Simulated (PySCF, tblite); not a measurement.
# C₂H₂F₄: bond homolysis, EPR parameters, part 2 of 2

tblite 0.8.0 and PySCF 2.14.0. Atoms count from 0. The steps go on from the part before.

## 9. Relaxing the molecule at PBE0-D3(BJ)/def2-SVP

This step treats C2H2F3 radical, labelled `F[CH]C(F)F` (the label fixes atoms and charge, not where charge and spin sit).

What the job is given:

```
{"job": {"xc": "PBE0", "basis": "def2-SVP", "d3": "d3bj", "grid": 1, "kind": "geom"}, "charge": 0, "multiplicity": 2}
C      0.681918     0.064922    -0.344496
F      1.062042    -1.067499    -0.927835
C     -0.737710     0.222281     0.015683
F     -1.283645     1.321277    -0.581732
F     -0.889034     0.447878     1.353464
H      1.451955     0.791501    -0.166063
H     -1.344570    -0.654426    -0.256570
```

The log of the run:

```text
step   0  E = -376.20576882  max force = 0.015336
step   1  E = -376.20659928  max force = 0.004776
step   2  E = -376.20566392  max force = 0.011187
step   3  E = -376.20682696  max force = 0.003069
step   4  E = -376.20693605  max force = 0.000643
step   5  E = -376.20696083  max force = 0.000817
step   6  E = -376.20714556  max force = 0.002706
step   7  E = -376.20713339  max force = 0.002981
step   8  E = -376.20722371  max force = 0.001074
step   9  E = -376.20725009  max force = 0.000476
step  10  E = -376.20727459  max force = 0.000768
step  11  E = -376.20728621  max force = 0.000766
step  12  E = -376.20729609  max force = 0.000419
optimisation converged
```

Wall time 38 s (1 thread of Arm Neoverse V1, shared host); peak memory 0.35 GiB.

The steps of the relaxation: (the energy doesn't fall at every step)

```csv
step,energy from step 0 (eV),largest force component (eV/Å)
0,0.0000,0.7886
1,-0.0226,0.2456
2,0.0029,0.5753
3,-0.0288,0.1578
4,-0.0318,0.0331
5,-0.0324,0.0420
6,-0.0375,0.1391
7,-0.0371,0.1533
8,-0.0396,0.0552
9,-0.0403,0.0245
10,-0.0410,0.0395
11,-0.0413,0.0394
12,-0.0416,0.0215
```

Distances of close pairs at the start and the end, largest changes first:

```csv
bond,before (Å),after (Å),change (Å)
C0–H5,1.074,1.094,+0.020
C2–F4,1.365,1.349,-0.016
C0–C2,1.473,1.481,+0.008
C0–F1,1.329,1.322,-0.007
C2–F3,1.365,1.360,-0.005
C2–H6,1.100,1.105,+0.005
```

The next job starts from the end point, and lists it.

```csv
at the end point,value
point group (found at 0.08 Å tolerance),C1
"rotational constants (GHz, main isotopes)","9.498, 3.574, 2.813"
dipole moment (D),0.94
⟨S²⟩,0.754
```

## 10. Harmonic vibrations (C2H2F3 radical): PBE0-D3(BJ)/def2-SVP

What the job is given:

```
{"job": {"xc": "PBE0", "basis": "def2-SVP", "d3": "d3bj", "grid": 2, "kind": "hessian"}, "charge": 0, "multiplicity": 2}
C      0.652278     0.101652    -0.467773
F      0.690179    -0.331535    -1.716580
C     -0.678092     0.089094     0.181898
F     -1.400568     1.196912    -0.133060
F     -0.513497     0.086350     1.520644
H      1.455332     0.780376    -0.166403
H     -1.263853    -0.795836    -0.126491
```

The log of the run:

```text
coarse grid: 6672 points
cycle   1  E = -376.0552517535  dE =  6.295e-01  |g| = 5.459e-01  |ddm| = 1.915e+00
cycle   2  E = -375.9388955984  dE =  1.164e-01  |g| = 8.135e-01  |ddm| = 8.966e-01
cycle   3  E = -376.1578625036  dE = -2.190e-01  |g| = 3.930e-02  |ddm| = 5.481e-01
cycle   4  E = -376.1582854581  dE = -4.230e-04  |g| = 2.537e-02  |ddm| = 4.653e-02
cycle   5  E = -376.1585076578  dE = -2.222e-04  |g| = 6.764e-03  |ddm| = 2.067e-02
cycle   6  E = -376.1585294117  dE = -2.175e-05  |g| = 1.198e-03  |ddm| = 7.505e-03
cycle   7  E = -376.1585308254  dE = -1.414e-06  |g| = 7.482e-04  |ddm| = 2.621e-03
final grid: 67976 points
cycle   8  E = -376.2072485925  dE = -1.930e-05  |g| = 3.980e-03  |ddm| = 1.033e-02
cycle   9  E = -376.2072436369  dE =  4.956e-06  |g| = 5.634e-03  |ddm| = 6.760e-03
cycle  10  E = -376.2072549021  dE = -1.127e-05  |g| = 3.508e-04  |ddm| = 3.720e-03
cycle  11  E = -376.2072549490  dE = -4.686e-08  |g| = 1.017e-04  |ddm| = 3.702e-04
cycle  12  E = -376.2072549521  dE = -3.103e-09  |g| = 5.204e-05  |ddm| = 1.090e-04
cycle  13  E = -376.2072549531  dE = -1.028e-09  |g| = 1.170e-05  |ddm| = 4.594e-05
cycle  14  E = -376.2072549532  dE = -1.073e-10  |g| = 2.859e-06  |ddm| = 1.931e-05
cycle  15  E = -376.2072549532  dE = -5.912e-12  |g| = 2.187e-06  |ddm| = 6.369e-06
converged SCF energy = -376.2072549532

mode    cm-1
  1      77.7
  2     249.0
  3     391.2
  4     445.7
  5     559.6
  6     643.5
  7    1091.2
  8    1139.3
  9    1167.3
 10    1238.8
 11    1312.2
 12    1378.0
 13    1507.2
 14    3090.1
 15    3232.8
ZPE 104.815  H(298)-E 120.708  G(298)-E 28.103 kJ/mol  S 310.60 J/(mol K)
```

Wall time 97 s (1 thread of Arm Neoverse V1, shared host); peak memory 1.4 GiB.

Zero-point energy 104.81 kJ/mol (xTB gave 95.33).

## 11. Single point (C₂H₂F₃ radical): M06-2X/def2-TZVP

Geometry: PBE0-D3(BJ)/def2-SVP.

The job, as its differences from that of step 10:

```diff
@@ -1,2 +1,2 @@
-{"job": {"xc": "PBE0", "basis": "def2-SVP", "d3": "d3bj", "grid": 2, "kind": "hessian"}, "charge": 0, "multiplicity": 2}
+{"job": {"kind": "sp", "xc": "M06-2X", "basis": "def2-TZVP", "grid": 3}, "charge": 0, "multiplicity": 2}
 C      0.652278     0.101652    -0.467773
```

The log of the run:

```text
coarse grid: 31208 points
cycle   1  E = -376.7846677163  dE =  7.436e-01  |g| = 5.481e-01  |ddm| = 1.457e+00
cycle   2  E = -376.7559759157  dE =  2.869e-02  |g| = 6.788e-01  |ddm| = 5.754e-01
cycle   3  E = -376.8938748467  dE = -1.379e-01  |g| = 4.219e-02  |ddm| = 2.793e-01
cycle   4  E = -376.8946127169  dE = -7.379e-04  |g| = 1.869e-02  |ddm| = 3.686e-02
cycle   5  E = -376.8947952282  dE = -1.825e-04  |g| = 8.561e-03  |ddm| = 1.881e-02
cycle   6  E = -376.8948319135  dE = -3.669e-05  |g| = 3.077e-03  |ddm| = 7.549e-03
cycle   7  E = -376.8948403743  dE = -8.461e-06  |g| = 1.071e-03  |ddm| = 4.030e-03
final grid: 90640 points
cycle   8  E = -376.8952162032  dE = -9.620e-06  |g| = 1.552e-03  |ddm| = 8.094e-03
cycle   9  E = -376.8952167243  dE = -5.211e-07  |g| = 1.323e-03  |ddm| = 1.496e-03
cycle  10  E = -376.8952171959  dE = -4.716e-07  |g| = 2.619e-04  |ddm| = 6.633e-04
cycle  11  E = -376.8952172467  dE = -5.079e-08  |g| = 1.332e-04  |ddm| = 2.844e-04
cycle  12  E = -376.8952172615  dE = -1.482e-08  |g| = 3.507e-05  |ddm| = 1.465e-04
cycle  13  E = -376.8952172632  dE = -1.703e-09  |g| = 1.677e-05  |ddm| = 6.607e-05
converged SCF energy = -376.8952172632
```

It took 23 s on 1 thread of Arm Neoverse V1, shared host; peak memory 0.72 GiB.

## 12. Harmonic vibrations (CHF2 radical): PBE0-D3(BJ)/def2-SVP

What the job is given:

```
{"job": {"xc": "PBE0", "basis": "def2-SVP", "d3": "d3bj", "grid": 2, "kind": "hessian"}, "charge": 0, "multiplicity": 2}
F      0.416612     0.594724    -0.772264
C      1.000742    -0.496154    -0.321096
F      0.607544    -0.794219     0.900126
H      2.092341    -0.515400    -0.461450
```

The log of the run:

```text
coarse grid: 3880 points
cycle   1  E = -237.8044726748  dE =  3.390e-01  |g| = 4.259e-01  |ddm| = 1.493e+00
cycle   2  E = -237.7445505656  dE =  5.992e-02  |g| = 6.088e-01  |ddm| = 6.173e-01
cycle   3  E = -237.8678191138  dE = -1.233e-01  |g| = 2.881e-02  |ddm| = 3.684e-01
cycle   4  E = -237.8681493640  dE = -3.303e-04  |g| = 6.947e-03  |ddm| = 2.247e-02
cycle   5  E = -237.8681848938  dE = -3.553e-05  |g| = 2.497e-03  |ddm| = 1.301e-02
cycle   6  E = -237.8681893240  dE = -4.430e-06  |g| = 7.203e-04  |ddm| = 3.270e-03
final grid: 39792 points
cycle   7  E = -237.8986310353  dE = -1.195e-05  |g| = 1.844e-03  |ddm| = 5.089e-03
cycle   8  E = -237.8986302316  dE =  8.037e-07  |g| = 2.496e-03  |ddm| = 2.808e-03
cycle   9  E = -237.8986323620  dE = -2.130e-06  |g| = 1.465e-04  |ddm| = 1.492e-03
cycle  10  E = -237.8986323733  dE = -1.129e-08  |g| = 6.077e-05  |ddm| = 1.755e-04
cycle  11  E = -237.8986323762  dE = -2.901e-09  |g| = 1.789e-05  |ddm| = 1.042e-04
cycle  12  E = -237.8986323765  dE = -2.979e-10  |g| = 1.119e-05  |ddm| = 3.839e-05
cycle  13  E = -237.8986323765  dE = -4.513e-11  |g| = 3.591e-06  |ddm| = 9.936e-06
converged SCF energy = -237.8986323765

mode    cm-1
  1     562.3
  2     998.4
  3    1229.1
  4    1242.5
  5    1384.4
  6    3145.2
ZPE 51.212  H(298)-E 61.800  G(298)-E -14.453 kJ/mol  S 255.75 J/(mol K)
```

Run time: 14 s. Hardware: 1 thread of Arm Neoverse V1, shared host; peak memory 0.66 GiB.

Zero-point energy 51.21 kJ/mol (xTB gave 46.59).

## 13. Bond homolysis: M06-2X/def2-TZVP

This step combines the energies above: geometries from PBE0-D3(BJ)/def2-SVP, zero-point and thermal terms from PBE0-D3(BJ)/def2-SVP.

What the job is given:

```
{"job": {"kind": "bd", "cap": 8, "geom": {"xc": "PBE0", "basis": "def2-SVP", "d3": "d3bj", "grid": 1}, "hess": 1, "level": {"xc": "M06-2X", "basis": "def2-TZVP", "grid": 3}}, "charge": 0, "multiplicity": 1}
F      1.083358    -1.097344     0.804926
C      0.736353    -0.169329    -0.101384
F      0.905030    -0.680020    -1.332179
C     -0.731941     0.174031     0.089246
F     -1.079701     1.100612    -0.818165
F     -0.900039     0.686499     1.319421
H      1.372341     0.725449     0.020315
H     -1.367755    -0.721116    -0.030649
```

Output (the driver's rows laid out field by field):

```text
homolysis bond by bond, M06-2X/def2-TZVP // PBE0-D3(BJ)/def2-SVP

row 1
  atoms                   1 6
  elements                C H
  length                  1.1045
  fragments               formula C2HF4, charge 0, multiplicity 2, smiles F[C](F)C(F)F, kept yes, pieces 1, point_group Cs, largest_spin C 0.831; formula H, charge 0, multiplicity 2, smiles [H], kept yes, pieces 1
  electronic              454.55
  zero_kelvin             419.74
  enthalpy                426.03
  free_energy             388.25

row 2
  atoms                   0 1
  elements                F C
  length                  1.3428
  fragments               formula F, charge 0, multiplicity 2, smiles [F], kept yes, pieces 1; formula C2H2F3, charge 0, multiplicity 2, smiles F[CH]C(F)F, kept yes, pieces 1, point_group C1, largest_spin C 0.916
  electronic              513.15
  zero_kelvin             495.34
  enthalpy                500.63
  free_energy             452.88

row 3
  atoms                   1 3
  elements                C C
  length                  1.5199
  fragments               formula CHF2, charge 0, multiplicity 2, smiles F[CH]F, kept yes, pieces 1, point_group Cs, largest_spin C 0.868; formula CHF2, charge 0, multiplicity 2, smiles F[CH]F, kept yes, pieces 1, point_group Cs, largest_spin C 0.868
  electronic              406.08
  zero_kelvin             385.88
  enthalpy                390.26
  free_energy             330.45
```

Wall time 8.4 min (1 thread of Arm Neoverse V1, shared host); peak memory 0.41 GiB.

Some single points behind these values are not shown above.

Dissociation energies (kJ/mol, gas phase, 298 K for the thermal columns):

```csv
bond,fragments,electronic,enthalpy,free energy
C1–H6,F[C](F)C(F)F + [H],454.6,426.0,388.2
F0–C1,[F] + F[CH]C(F)F,513.1,500.6,452.9
C1–C3,F[CH]F + F[CH]F,406.1,390.3,330.4
```

## 14. EPR parameters (CHF2 radical): UKS B3LYP, pcH-1 on C F H

What the job is given:

```
{"job": {"kind": "epr", "basis": "pcH-1"}, "charge": 0, "multiplicity": 2}
F      0.416612     0.594724    -0.772264
C      1.000742    -0.496154    -0.321096
F      0.607544    -0.794219     0.900126
H      2.092341    -0.515400    -0.461450
```

With the program's defaults for keys left out, this is: UKS B3LYP, pcH-1 on C F H, non-relativistic, mean-field spin-orbit, GIAO.

The log of the run:

```text
UKS, coarse grid
  cycle   1  E = -238.26850178  |g| = 4.38e-01
  cycle   2  E = -238.18477509  |g| = 7.01e-01
  cycle   3  E = -238.32779628  |g| = 2.95e-02
  cycle   4  E = -238.32808877  |g| = 7.32e-03
  cycle   5  E = -238.32811558  |g| = 2.78e-03
  cycle   6  E = -238.32811957  |g| = 7.12e-04
UKS, final grid
  cycle   1  E = -238.32812436  |g| = 5.97e-04
  cycle   2  E = -238.32812430  |g| = 8.46e-04
  cycle   3  E = -238.32812453  |g| = 1.02e-04
  cycle   4  E = -238.32812453  |g| = 4.13e-05
  cycle   5  E = -238.32812454  |g| = 5.47e-06
internal stability: stable
E = -238.32812454 Eh   <S^2> = 0.7519 (exact 0.7500)
g shifts (ppm)      1          2          3
  rmc          -249       -249       -249
  gc              6         36         42
  oz_so        -145       2824       2840
  total        -387       2611       2633
hyperfine (MHz)  atom isotope    a_iso     a_fc   dipolar eigenvalues
    0   19F     218.70     218.70   -255.45   -233.06    488.52
    1   13C     406.60     406.60    -78.84    -78.41    157.25
    2   19F     218.64     218.64   -255.45   -233.06    488.51
    3    1H      66.41      66.41    -29.94     -7.73     37.66
```

It took 6.5 s on 1 thread of Arm Neoverse V1, shared host; peak memory 0.42 GiB.

Principal g values 2.00193, 2.00493, 2.00495; g(iso) = 2.00394, against 2.00232 for a free electron.

Hyperfine couplings; where a row names several nuclei, a(iso) is their mean (it holds for fast rotation or exchange) and the dipolar term the largest among them:

```csv
nuclei,isotope,a(iso) (MHz),"a(iso) (G, at g = 2.0023)",largest dipolar term (MHz)
C1,13C,406.6,145.1,157.3
"F0, F2",19F,218.7,78.0,488.5
H3,1H,66.4,23.7,37.7
```

Mulliken spin populations:

```csv
atom,value (e)
F0,0.07
C1,0.85
F2,0.07
H3,0.01
```

In first order the couplings over 0.8 MHz of 19F, 1H give 6 distinct lines over 179.7 G, if the averaged nuclei exchange fast.

## 15. Spectra of the species

What the job is given:

```
{"job": {"kind": "bd", "cap": 8, "geom": {"xc": "PBE0", "basis": "def2-SVP", "d3": "d3bj", "grid": 1}, "hess": 1, "level": {"xc": "M06-2X", "basis": "def2-TZVP", "grid": 3}, "spectra": true}, "charge": 0, "multiplicity": 1}
F      1.083358    -1.097344     0.804926
C      0.736353    -0.169329    -0.101384
F      0.905030    -0.680020    -1.332179
C     -0.731941     0.174031     0.089246
F     -1.079701     1.100612    -0.818165
F     -0.900039     0.686499     1.319421
H      1.372341     0.725449     0.020315
H     -1.367755    -0.721116    -0.030649
```

The log of the run:

```text
epr F[CH]F +0: UKS B3LYP, pcH-1 on C F H, non-relativistic, mean-field spin-orbit, GIAO
```

Run time: 6.5 s. Hardware: 1 thread of Arm Neoverse V1, shared host; peak memory 0.42 GiB.

This step only lists the spectra that were run on the species above.

## 16. What came out

This closing draws on all 2 parts.

| quantity | value |
| --- | --- |
| strongest single infrared mode (GFN2-xTB) | 1082 cm⁻¹, 386 km/mol |
| zero-point energy (GFN2-xTB) | 26.6 kcal/mol |
| point group | C2h |
| rotational constants (main isotopes) | 5.17, 3.18, 2.08 GHz |
| bond enthalpy (ΔH), C1–H6 (M06-2X/def2-TZVP) | 426.0 kJ/mol |
| bond enthalpy (ΔH), F0–C1 (M06-2X/def2-TZVP) | 500.6 kJ/mol |
| bond enthalpy (ΔH), C1–C3 (M06-2X/def2-TZVP) | 390.3 kJ/mol |

No mode is imaginary among the 18: a minimum at this level. The strongest single mode, at 1082 cm⁻¹, is spread over many atoms; the largest shares are those of C1, C3. Unscaled tight-binding wavenumbers are off by several per cent, some by more. Its intensities can rank the bands wrongly. The optimisation took 5 steps and gained 0.025 eV; among the close pairs (by a distance rule), C1–C3 changed most, from 1.541 to 1.520 Å (PBE0/def2-SVP). At M06-2X/def2-TZVP the bond enthalpy (ΔH) runs from 390.3 kJ/mol (C1–C3) to 500.6 kJ/mol (F0–C1).
